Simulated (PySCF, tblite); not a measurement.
# C₄H₃F₃: bond homolysis, EPR parameters, part 3 of 3

tblite 0.8.0 and PySCF 2.14.0. Atoms count from 0. The steps go on from the part before.

## Step 22: Single point (C2F3 radical): M06-2X/def2-TZVP

Geometry: PBE0-D3(BJ)/def2-SVP.

Job settings and geometry (Å):

```
{"job": {"kind": "sp", "xc": "M06-2X", "basis": "def2-TZVP", "grid": 3}, "charge": 0, "multiplicity": 2}
C     -0.584857    -0.088672    -0.021376
F     -0.090743     0.753737    -0.871754
C     -1.816085    -0.554137     0.088061
F     -2.816907    -0.221461    -0.697094
F     -2.175086    -1.411443     1.008514
```

The log of the run:

```text
coarse grid: 26264 points
cycle   1  E = -375.5328855176  dE =  9.971e-01  |g| = 5.002e-01  |ddm| = 1.596e+00
cycle   2  E = -375.5194095104  dE =  1.348e-02  |g| = 5.873e-01  |ddm| = 5.386e-01
cycle   3  E = -375.6249063388  dE = -1.055e-01  |g| = 5.994e-02  |ddm| = 2.572e-01
cycle   4  E = -375.6262489633  dE = -1.343e-03  |g| = 2.009e-02  |ddm| = 4.103e-02
cycle   5  E = -375.6265868888  dE = -3.379e-04  |g| = 1.212e-02  |ddm| = 2.738e-02
cycle   6  E = -375.6267025323  dE = -1.156e-04  |g| = 4.615e-03  |ddm| = 1.339e-02
cycle   7  E = -375.6267628042  dE = -6.027e-05  |g| = 2.164e-03  |ddm| = 1.307e-02
cycle   8  E = -375.6267803673  dE = -1.756e-05  |g| = 1.063e-03  |ddm| = 7.255e-03
cycle   9  E = -375.6267841605  dE = -3.793e-06  |g| = 6.992e-04  |ddm| = 3.550e-03
final grid: 71024 points
cycle  10  E = -375.6273185577  dE = -6.715e-06  |g| = 1.727e-03  |ddm| = 1.076e-02
cycle  11  E = -375.6273186120  dE = -5.425e-08  |g| = 1.773e-03  |ddm| = 1.779e-03
cycle  12  E = -375.6273195431  dE = -9.312e-07  |g| = 2.071e-04  |ddm| = 8.413e-04
cycle  13  E = -375.6273195939  dE = -5.072e-08  |g| = 9.701e-05  |ddm| = 2.841e-04
cycle  14  E = -375.6273196160  dE = -2.217e-08  |g| = 5.444e-05  |ddm| = 1.959e-04
cycle  15  E = -375.6273196275  dE = -1.143e-08  |g| = 3.851e-05  |ddm| = 1.829e-04
cycle  16  E = -375.6273196307  dE = -3.257e-09  |g| = 1.154e-05  |ddm| = 1.114e-04
converged SCF energy = -375.6273196307
```

It took 15 s on 1 thread of Arm Neoverse V1, shared host.

## Step 23: Optimising the geometry with GFN2-xTB

This step treats C4H2F3 radical, labelled `C=[C]C(F)=C(F)F` (the label fixes atoms and charge, not where charge and spin sit).

Job settings and geometry (Å):

```
{"job": {"kind": "relax", "xc": "GFN2-xTB", "basis": "xTB"}, "charge": 0, "multiplicity": 2}
C      1.775300     0.626300     0.394800
C      0.649300    -0.085700     0.614500
C     -0.564300     0.081000    -0.075800
F     -0.622800     1.046800    -1.042000
C     -1.702300    -0.626200     0.143900
F     -2.825900    -0.454100    -0.529800
F     -1.783700    -1.567500     1.018700
H      2.687500     0.468300     0.970600
H      1.774900     1.407500    -0.363900
```

The log of the run:

```text
step      E/eV     max force
  0    -642.56627    3.091
  1    -642.63575    2.142
  2    -642.69386    0.494
  3    -642.69950    0.312
  4    -642.70566    0.276
  5    -642.70904    0.316
  6    -642.71760    0.319
  7    -642.72423    0.268
  8    -642.73105    0.266
  9    -642.73844    0.271
 10    -642.74518    0.243
 11    -642.74935    0.232
 12    -642.75266    0.161
 13    -642.75542    0.162
 14    -642.75793    0.175
 15    -642.76023    0.161
 16    -642.76247    0.141
 17    -642.76467    0.176
 18    -642.76681    0.175
 19    -642.76914    0.143
 20    -642.77197    0.173
 21    -642.77455    0.130
 22    -642.77614    0.084
 23    -642.77685    0.055
 24    -642.77717    0.058
 25    -642.77742    0.055
 26    -642.77759    0.030
 27    -642.77766    0.018
 28    -642.77768    0.012
 29    -642.77770    0.014
 30    -642.77772    0.011
 31    -642.77774    0.013
 32    -642.77776    0.014
 33    -642.77779    0.016
 34    -642.77784    0.024
 35    -642.77798    0.044
 36    -642.77840    0.099
 37    -642.77844    0.230
 38    -642.77979    0.159
 39    -642.78200    0.168
 40    -642.77226    0.335
 41    -642.78305    0.221
 42    -642.78416    0.186
 43    -642.79145    0.187
 44    -642.72960    0.751
 45    -642.78234    0.075
 46    -642.77856    0.119
 47    -642.77668    0.181
 48    -642.77727    0.092
 49    -642.77751    0.021
 50    -642.77755    0.010
 51    -642.78425    0.723
 52    -642.79378    0.359
 53    -642.79803    0.337
 54    -642.79949    0.136
 55    -642.80101    0.132
 56    -642.80336    0.287
 57    -642.80644    0.313
 58    -642.81190    0.325
 59    -642.82428    0.471
 60    -642.84056    0.957
 61    -642.87463    0.823
 62    -642.97171    1.186
 63    -643.05516    1.233
 64    -643.07847    1.044
 65    -643.13373    0.564
 66    -643.15135    0.425
 67    -643.17712    0.490
 68    -643.19482    0.334
 69    -643.21150    0.307
 70    -643.21995    0.241
 71    -643.22547    0.308
 72    -643.23265    0.284
 73    -643.24325    0.247
 74    -643.24926    0.240
 75    -643.25426    0.233
 76    -643.26067    0.303
 77    -643.26978    0.309
 78    -643.27913    0.314
 79    -643.28620    0.326
 80    -643.29260    0.281
 81    -643.29731    0.236
 82    -643.30141    0.195
 83    -643.30680    0.136
 84    -643.30970    0.117
 85    -643.31205    0.113
 86    -643.31293    0.070
 87    -643.31338    0.058
 88    -643.31401    0.078
 89    -643.31490    0.090
 90    -643.31559    0.073
 91    -643.31601    0.072
 92    -643.31635    0.062
 93    -643.31667    0.046
 94    -643.31694    0.041
 95    -643.31714    0.042
 96    -643.31732    0.053
 97    -643.31756    0.060
 98    -643.31786    0.061
 99    -643.31813    0.042
100    -643.31831    0.033
101    -643.31842    0.033
102    -643.31851    0.030
103    -643.31857    0.018
104    -643.31860    0.008
```

Run time: 0.19 s. Hardware: 1 thread of Arm Neoverse V1, shared host.

The steps of the relaxation: (not every step is listed) (the energy doesn't fall at every step)

| step | energy from step 0 (eV) | largest force (eV/Å) |
| --- | --- | --- |
| 0 | 0.0000 | 3.0911 |
| 1 | -0.0695 | 2.1417 |
| 2 | -0.1276 | 0.4939 |
| 3 | -0.1332 | 0.3116 |
| 4 | -0.1394 | 0.2763 |
| 5 | -0.1428 | 0.3162 |
| 6 | -0.1513 | 0.3193 |
| 7 | -0.1580 | 0.2677 |
| 8 | -0.1648 | 0.2656 |
| 17 | -0.1984 | 0.1760 |
| 26 | -0.2113 | 0.0304 |
| 35 | -0.2117 | 0.0436 |
| 44 | -0.1633 | 0.7508 |
| 53 | -0.2318 | 0.3370 |
| 62 | -0.4054 | 1.1858 |
| 71 | -0.6592 | 0.3081 |
| 80 | -0.7263 | 0.2813 |
| 89 | -0.7486 | 0.0895 |
| 98 | -0.7516 | 0.0615 |
| 99 | -0.7519 | 0.0419 |
| 100 | -0.7520 | 0.0331 |
| 101 | -0.7521 | 0.0325 |
| 102 | -0.7522 | 0.0296 |
| 103 | -0.7523 | 0.0185 |
| 104 | -0.7523 | 0.0082 |

Close pairs (by a distance rule), those that changed most:

| bond | before (Å) | after (Å) | change (Å) |
| --- | --- | --- | --- |
| C0–C1 | 1.350 | 1.286 | -0.064 |
| C1–C2 | 1.406 | 1.345 | -0.061 |
| C4–F6 | 1.288 | 1.331 | +0.043 |
| C2–C4 | 1.358 | 1.382 | +0.024 |
| C2–F3 | 1.367 | 1.355 | -0.012 |
| C0–H7 | 1.090 | 1.083 | -0.007 |
| C0–H8 | 1.089 | 1.083 | -0.006 |
| C4–F5 | 1.321 | 1.324 | +0.003 |

The end geometry stands in the next job.

## Step 24: Harmonic vibrations with GFN2-xTB

Job settings and geometry (Å):

```
{"job": {"kind": "ir", "xc": "GFN2-xTB", "basis": "xTB"}, "charge": 0, "multiplicity": 2}
C      1.819354     0.500116     0.388435
C      0.565244     0.449664     0.108107
C     -0.742859     0.410249    -0.203955
F     -1.290899     1.463512    -0.857342
C     -1.604308    -0.629739     0.090625
F     -2.890726    -0.668895    -0.221382
F     -1.209341    -1.727300     0.731522
H      2.189477     0.907459     1.320990
H      2.579305     0.129448    -0.288444
```

The log of the run:

```text
mode    cm-1     km/mol
  1      96.1      0.91
  2     107.3      0.93
  3     161.7      0.02
  4     213.5      3.53
  5     233.2     13.76
  6     385.5      5.29
  7     407.2      3.84
  8     462.4      5.22
  9     463.9      3.99
 10     545.5      0.91
 11     711.7     26.22
 12     883.1     20.42
 13     930.9      5.23
 14    1041.4    224.43
 15    1212.4    110.52
 16    1231.9    182.11
 17    1376.8     61.16
 18    1514.9    176.00
 19    1968.0     30.67
 20    3000.4      1.25
 21    3013.5      3.38
ZPE 119.396  H(298)-E 141.783  G(298)-E 33.883 kJ/mol  S 361.90 J/(mol K)
```

It took 0.21 s on 1 thread of Arm Neoverse V1, shared host.

Which atoms move in the most intense modes:

| cm⁻¹ | km/mol | atoms |
| --- | --- | --- |
| 712 | 26.2 | F3 30 %, F6 23 %, F5 19 %, C0 14 % |
| 883 | 20.4 | H7 38 %, H8 38 %, C0 21 % |
| 1041 | 224.4 | C2 44 %, C4 14 %, F3 12 %, F5 11 % |
| 1212 | 110.5 | C2 60 %, H7 10 %, H8 10 % |
| 1232 | 182.1 | C4 72 %, F6 14 %, F5 12 % |
| 1377 | 61.2 | H8 36 %, H7 36 %, C0 15 % |
| 1515 | 176.0 | C4 59 %, C2 33 % |
| 1968 | 30.7 | C1 67 %, C0 25 % |

## Step 25: Geometry optimisation at PBE0-D3(BJ)/def2-SVP

This step treats C4H2F3 radical, labelled `C=[C]C(F)=C(F)F` (the label fixes atoms and charge, not where charge and spin sit).

The job, as its differences from that of step 24:

```diff
@@ -1,2 +1,2 @@
-{"job": {"kind": "ir", "xc": "GFN2-xTB", "basis": "xTB"}, "charge": 0, "multiplicity": 2}
+{"job": {"xc": "PBE0", "basis": "def2-SVP", "d3": "d3bj", "grid": 1, "kind": "geom"}, "charge": 0, "multiplicity": 2}
 C      1.819354     0.500116     0.388435
```

The log of the run:

```text
step   0  E = -452.21564542  max force = 0.024541
step   1  E = -452.21631278  max force = 0.009771
step   2  E = -452.21735586  max force = 0.006094
step   3  E = -452.21772574  max force = 0.003336
step   4  E = -452.21775809  max force = 0.001211
step   5  E = -452.21779454  max force = 0.001242
step   6  E = -452.21780821  max force = 0.000959
step   7  E = -452.21781441  max force = 0.000532
step   8  E = -452.21781493  max force = 0.000531
step   9  E = -452.21781625  max force = 0.000491
step  10  E = -452.21781736  max force = 0.000463
step  11  E = -452.21781845  max force = 0.000390
optimisation converged
```

It took 66 s on 1 thread of Arm Neoverse V1, shared host.

Along the way:

| step | energy from step 0 (eV) | largest force component (eV/Å) |
| --- | --- | --- |
| 0 | 0.0000 | 1.2619 |
| 1 | -0.0182 | 0.5024 |
| 2 | -0.0465 | 0.3134 |
| 3 | -0.0566 | 0.1715 |
| 4 | -0.0575 | 0.0623 |
| 5 | -0.0585 | 0.0639 |
| 6 | -0.0589 | 0.0493 |
| 7 | -0.0590 | 0.0274 |
| 8 | -0.0590 | 0.0273 |
| 9 | -0.0591 | 0.0252 |
| 10 | -0.0591 | 0.0238 |
| 11 | -0.0591 | 0.0201 |

Distances of close pairs at the start and the end, largest changes first:

| bond | before (Å) | after (Å) | change (Å) |
| --- | --- | --- | --- |
| C4–F6 | 1.331 | 1.308 | -0.023 |
| C4–F5 | 1.324 | 1.305 | -0.019 |
| C0–C1 | 1.286 | 1.303 | +0.017 |
| C0–H8 | 1.083 | 1.100 | +0.017 |
| C0–H7 | 1.083 | 1.100 | +0.017 |
| C2–F3 | 1.355 | 1.339 | -0.016 |
| C2–C4 | 1.382 | 1.390 | +0.008 |
| C1–C2 | 1.345 | 1.352 | +0.007 |

The final coordinates are the input of the step that follows.

| at the end point | value |
| --- | --- |
| rotational constants (GHz, main isotopes) | 4.190, 2.030, 1.381 |
| dipole moment (D) | 1.72 |
| ⟨S²⟩ | 0.787 |

## Step 26: Single point (C4H2F3 radical, C=[C]C(F)=C(F)F): M06-2X/def2-TZVP

Geometry: PBE0-D3(BJ)/def2-SVP.

Job settings and geometry (Å):

```
{"job": {"kind": "sp", "xc": "M06-2X", "basis": "def2-TZVP", "grid": 3}, "charge": 0, "multiplicity": 2}
C      1.824577     0.451399     0.482377
C      0.567102     0.459120     0.139632
C     -0.732243     0.436841    -0.233342
F     -1.259140     1.473326    -0.897968
C     -1.622453    -0.598196     0.029561
F     -2.859681    -0.600533    -0.386765
F     -1.277042    -1.686691     0.666358
H      2.166994     0.837710     1.453874
H      2.607097     0.059666    -0.184776
```

The log of the run:

```text
coarse grid: 41568 points
cycle   1  E = -452.9123851859  dE =  1.422e+00  |g| = 5.682e-01  |ddm| = 2.365e+00
cycle   2  E = -452.8551035571  dE =  5.728e-02  |g| = 7.332e-01  |ddm| = 9.356e-01
cycle   3  E = -453.0392571001  dE = -1.842e-01  |g| = 3.748e-02  |ddm| = 5.780e-01
cycle   4  E = -453.0404479766  dE = -1.191e-03  |g| = 1.765e-02  |ddm| = 6.563e-02
cycle   5  E = -453.0407834965  dE = -3.355e-04  |g| = 9.885e-03  |ddm| = 2.902e-02
cycle   6  E = -453.0408996076  dE = -1.161e-04  |g| = 5.352e-03  |ddm| = 1.786e-02
cycle   7  E = -453.0409513578  dE = -5.175e-05  |g| = 2.257e-03  |ddm| = 1.366e-02
cycle   8  E = -453.0409585011  dE = -7.143e-06  |g| = 1.031e-03  |ddm| = 5.222e-03
final grid: 118880 points
cycle   9  E = -453.0418521003  dE = -9.059e-06  |g| = 2.018e-03  |ddm| = 1.748e-02
cycle  10  E = -453.0418519658  dE =  1.345e-07  |g| = 2.261e-03  |ddm| = 2.995e-03
cycle  11  E = -453.0418539294  dE = -1.964e-06  |g| = 2.981e-04  |ddm| = 1.602e-03
cycle  12  E = -453.0418540355  dE = -1.061e-07  |g| = 1.945e-04  |ddm| = 4.670e-04
cycle  13  E = -453.0418541019  dE = -6.642e-08  |g| = 8.599e-05  |ddm| = 3.957e-04
cycle  14  E = -453.0418541272  dE = -2.529e-08  |g| = 4.853e-05  |ddm| = 2.930e-04
cycle  15  E = -453.0418541342  dE = -6.926e-09  |g| = 2.065e-05  |ddm| = 1.853e-04
converged SCF energy = -453.0418541342
```

Wall time 42 s (1 thread of Arm Neoverse V1, shared host); peak memory 1 GiB.

## Step 27: Bond homolysis: M06-2X/def2-TZVP

This step combines the energies above: geometries from PBE0-D3(BJ)/def2-SVP, zero-point and thermal terms from GFN2-xTB.

Job settings and geometry (Å):

```
{"job": {"kind": "bd", "cap": 6, "geom": {"xc": "PBE0", "basis": "def2-SVP", "d3": "d3bj", "grid": 1}, "level": {"xc": "M06-2X", "basis": "def2-TZVP", "grid": 3}}, "charge": 0, "multiplicity": 1}
C      1.759081     0.632388     0.400121
C      0.660013    -0.094324     0.637559
C     -0.581756     0.088633    -0.078983
F     -0.620313     1.032143    -1.021431
C     -1.699028    -0.622404     0.132520
F     -2.814903    -0.452362    -0.520987
F     -1.784125    -1.573372     1.029711
H      2.676079     0.459244     0.965623
H      1.765932     1.414360    -0.362661
H      0.655611    -0.876264     1.401488
```

Output (the driver's rows laid out field by field):

```text
homolysis bond by bond, M06-2X/def2-TZVP // PBE0-D3(BJ)/def2-SVP

row 1
  atoms                   4 5
  elements                C F
  length                  1.3043
  fragments               formula C4H3F2, charge 0, multiplicity 2, smiles C=C/C(F)=[C]\F, kept yes, pieces 1, point_group Cs, largest_spin C 1.003; formula F, charge 0, multiplicity 2, smiles [F], kept yes, pieces 1
  electronic              547.75
  zero_kelvin             535.82
  enthalpy                540.06
  free_energy             495.56

row 2
  atoms                   0 7
  elements                C H
  length                  1.0912
  fragments               formula C4H2F3, charge 0, multiplicity 2, smiles [CH]=CC(F)=C(F)F, kept yes, pieces 1, point_group Cs, largest_spin C 1.105; formula H, charge 0, multiplicity 2, smiles [H], kept yes, pieces 1
  electronic              496.29
  zero_kelvin             460.08
  enthalpy                466.58
  free_energy             430.28

row 3
  atoms                   2 3
  elements                C F
  length                  1.3341
  fragments               formula C4H3F2, charge 0, multiplicity 2, smiles C=C[C]=C(F)F, kept yes, pieces 1, point_group C1, largest_spin C 0.658; formula F, charge 0, multiplicity 2, smiles [F], kept yes, pieces 1
  electronic              490.48
  zero_kelvin             475.85
  enthalpy                480.52
  free_energy             434.98

row 4
  atoms                   1 2
  elements                C C
  length                  1.4453
  fragments               formula C2H3, charge 0, multiplicity 2, smiles [CH]=C, kept yes, pieces 1, point_group Cs, largest_spin C 1.057; formula C2F3, charge 0, multiplicity 2, smiles F[C]=C(F)F, kept yes, pieces 1, point_group Cs, largest_spin C 0.977
  electronic              535.44
  zero_kelvin             511.47
  enthalpy                516.55
  free_energy             458.6

row 5
  atoms                   1 9
  elements                C H
  length                  1.0932
  fragments               formula C4H2F3, charge 0, multiplicity 2, smiles C=[C]C(F)=C(F)F, kept yes, pieces 1, point_group C1, largest_spin C 0.561; formula H, charge 0, multiplicity 2, smiles [H], kept yes, pieces 1
  electronic              470.44
  zero_kelvin             433.01
  enthalpy                440.58
  free_energy             401.6
```

Wall time 8.2 min (1 thread of Arm Neoverse V1, shared host); peak memory 1 GiB.

Some single points behind these values are not shown above.

Dissociation energies (kJ/mol, gas phase, 298 K for the thermal columns):

| bond | fragments | electronic | enthalpy | free energy |
| --- | --- | --- | --- | --- |
| C4–F5 | C=C/C(F)=[C]\F + [F] | 547.8 | 540.1 | 495.6 |
| C0–H7 | [CH]=CC(F)=C(F)F + [H] | 496.3 | 466.6 | 430.3 |
| C2–F3 | C=C[C]=C(F)F + [F] | 490.5 | 480.5 | 435.0 |
| C1–C2 | [CH]=C + F[C]=C(F)F | 535.4 | 516.5 | 458.6 |
| C1–H9 | C=[C]C(F)=C(F)F + [H] | 470.4 | 440.6 | 401.6 |

## Step 28: EPR parameters (C4H2F3 radical, C=[C]C(F)=C(F)F): UKS B3LYP, pcH-1 on C F H

Job settings and geometry (Å):

```
{"job": {"kind": "epr", "basis": "pcH-1"}, "charge": 0, "multiplicity": 2}
C      1.824577     0.451399     0.482377
C      0.567102     0.459120     0.139632
C     -0.732243     0.436841    -0.233342
F     -1.259140     1.473326    -0.897968
C     -1.622453    -0.598196     0.029561
F     -2.859681    -0.600533    -0.386765
F     -1.277042    -1.686691     0.666358
H      2.166994     0.837710     1.453874
H      2.607097     0.059666    -0.184776
```

With the program's defaults for keys left out, this is: UKS B3LYP, pcH-1 on C F H, non-relativistic, mean-field spin-orbit, GIAO.

The log of the run:

```text
UKS, coarse grid
  cycle   1  E = -452.91787474  |g| = 5.86e-01
  cycle   2  E = -452.67323146  |g| = 1.01e+00
  cycle   3  E = -453.03994876  |g| = 5.18e-02
  cycle   4  E = -453.04094414  |g| = 4.28e-02
  cycle   5  E = -453.04187412  |g| = 1.36e-02
  cycle   6  E = -453.04200838  |g| = 7.24e-03
  cycle   7  E = -453.04205235  |g| = 4.44e-03
  cycle   8  E = -453.04206785  |g| = 1.67e-03
  cycle   9  E = -453.04207070  |g| = 6.92e-04
UKS, final grid
  cycle   1  E = -453.04200381  |g| = 9.99e-04
  cycle   2  E = -453.04200323  |g| = 1.74e-03
  cycle   3  E = -453.04200451  |g| = 2.12e-04
  cycle   4  E = -453.04200458  |g| = 1.87e-04
  cycle   5  E = -453.04200468  |g| = 3.72e-05
  cycle   6  E = -453.04200468  |g| = 1.19e-05
E = -453.04200468 Eh   <S^2> = 0.7773 (exact 0.7500)
g shifts (ppm)      1          2          3
  rmc          -206       -206       -206
  gc             -4         47         39
  oz_so        -172       1103       2019
  total        -382        944       1851
hyperfine (MHz)  atom isotope    a_iso     a_fc   dipolar eigenvalues
    0   13C     -42.58     -42.58    -10.40      2.66      7.74
    1   13C      54.68      54.68    -54.30    -39.42     93.72
    2   13C     -65.24     -65.24    -30.40     13.28     17.12
    3   19F     -22.80     -22.80    -77.67     22.64     55.02
    4   13C      73.95      73.95    -62.63    -61.33    123.96
    5   19F     105.98     105.98   -185.58   -155.49    341.07
    6   19F      94.45      94.45   -166.65   -132.75    299.40
    7    1H     108.89     108.89     -2.95     -2.42      5.37
    8    1H     110.32     110.32     -2.86     -2.40      5.26
```

Run time: 23 s. Hardware: 1 thread of Arm Neoverse V1, shared host.

Principal g values 2.00194, 2.00326, 2.00417; g(iso) = 2.00312, against 2.00232 for a free electron.

Hyperfine couplings; where a row names several nuclei, a(iso) is their mean (it holds for fast rotation or exchange) and the dipolar term the largest among them:

| nuclei | isotope | a(iso) (MHz) | a(iso) (G, at g = 2.0023) | largest dipolar term (MHz) |
| --- | --- | --- | --- | --- |
| H7, H8 | 1H | 109.6 | 39.1 | 5.4 |
| F5 | 19F | 106.0 | 37.8 | 341.1 |
| F6 | 19F | 94.4 | 33.7 | 299.4 |
| C4 | 13C | 73.9 | 26.4 | 124.0 |
| C2 | 13C | -65.2 | -23.3 | -30.4 |
| C1 | 13C | 54.7 | 19.5 | 93.7 |
| C0 | 13C | -42.6 | -15.2 | -10.4 |
| F3 | 19F | -22.8 | -8.1 | -77.7 |

Mulliken spin populations:

| atom | value (e) |
| --- | --- |
| C0 | -0.12 |
| C1 | 0.60 |
| C2 | -0.21 |
| F3 | -0.01 |
| C4 | 0.56 |
| F5 | 0.04 |
| F6 | 0.04 |
| H7 | 0.05 |
| H8 | 0.05 |

In first order the couplings over 0.8 MHz of 1H, 19F give 24 distinct lines over 157.9 G, if the averaged nuclei exchange fast.

## Step 29: Spectra of the species

Job settings and geometry (Å):

```
{"job": {"kind": "bd", "cap": 6, "geom": {"xc": "PBE0", "basis": "def2-SVP", "d3": "d3bj", "grid": 1}, "level": {"xc": "M06-2X", "basis": "def2-TZVP", "grid": 3}, "spectra": true}, "charge": 0, "multiplicity": 1}
C      1.759081     0.632388     0.400121
C      0.660013    -0.094324     0.637559
C     -0.581756     0.088633    -0.078983
F     -0.620313     1.032143    -1.021431
C     -1.699028    -0.622404     0.132520
F     -2.814903    -0.452362    -0.520987
F     -1.784125    -1.573372     1.029711
H      2.676079     0.459244     0.965623
H      1.765932     1.414360    -0.362661
H      0.655611    -0.876264     1.401488
```

The log of the run:

```text
epr C=[C]C(F)=C(F)F +0: UKS B3LYP, pcH-1 on C F H, non-relativistic, mean-field spin-orbit, GIAO
```

It took 23 s on 1 thread of Arm Neoverse V1, shared host.

This step only lists the spectra that were run on the species above.

## Step 30: Outcome

This closing draws on all 3 parts.

| quantity | value |
| --- | --- |
| strongest single infrared mode (GFN2-xTB) | 1061 cm⁻¹, 246 km/mol |
| zero-point energy (GFN2-xTB) | 37.5 kcal/mol |
| point group | Cs |
| rotational constants (main isotopes) | 4.92, 1.91, 1.38 GHz |
| bond enthalpy (ΔH), C4–F5 (M06-2X/def2-TZVP) | 540.1 kJ/mol |
| bond enthalpy (ΔH), C0–H7 (M06-2X/def2-TZVP) | 466.6 kJ/mol |
| bond enthalpy (ΔH), C2–F3 (M06-2X/def2-TZVP) | 480.5 kJ/mol |
| bond enthalpy (ΔH), C1–C2 (M06-2X/def2-TZVP) | 516.5 kJ/mol |
| bond enthalpy (ΔH), C1–H9 (M06-2X/def2-TZVP) | 440.6 kJ/mol |

What this shows: No mode is imaginary among the 24: a minimum at this level. The strongest single mode, at 1061 cm⁻¹, is spread over several atoms, C2, C4, F5, F6 among them. Unscaled tight-binding wavenumbers are off by several per cent, some by more. Its intensities can rank the bands wrongly. Over 10 steps the energy fell by 0.042 eV; of the close pairs, C4–F5 changed most, 1.323 to 1.304 Å (PBE0/def2-SVP). At M06-2X/def2-TZVP the bond enthalpy (ΔH) runs from 440.6 kJ/mol (C1–H9) to 540.1 kJ/mol (C4–F5).
